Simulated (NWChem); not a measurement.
Species: oxygen (O2, triplet); SMILES O=O

All runs: NWChem. Spin-unrestricted. Medium grid unless said otherwise, to which SCAN and Minnesota functionals are sensitive. Coordinates come from a PBE0/def2-SVP, spin-unrestricted optimisation. No stability test was run on the SCF state. B3LYP is NWChem's, with the RPA form of VWN correlation. Total energies of different functionals are on different scales.

| level | energy (Ha) | highest occupied level (eV) | lowest empty minus highest occupied level, either spin (eV) | <S²> |
|---|---|---|---|---|
| B3LYP/def2-SVP | -150.2046 | -8.25 | 5.35 | 2.01 |
| PBE/def2-SVP | -150.0648 | -6.30 | 2.32 | 2.00 |
| CAM-B3LYP/def2-SVP | -150.1594 | -10.18 | 9.02 | 2.01 |
| B97-D/def2-SVP | -150.1310 | [?] | [?] | 2.01 |
| M06/def2-SVP | -150.1314 | -8.65 | 5.76 | 2.01 |
| LDA (Slater exchange, VWN5)/def2-SVP | -149.1449 | -6.42 | 2.09 | 2.00 |
| M06-2X/def2-SVP | -150.1431 | -10.62 | 9.52 | 2.01 |
| M06-L/def2-SVP | -150.1886 | -7.08 | 3.14 | 2.01 |
| BLYP/def2-SVP | -150.1990 | -6.19 | 2.32 | 2.00 |

### Question
Some entries are withheld; supply them.

### Answer

- B97-D/def2-SVP, highest occupied level (eV): -6.55
- B97-D/def2-SVP, lowest empty minus highest occupied level, either spin (eV): 2.64
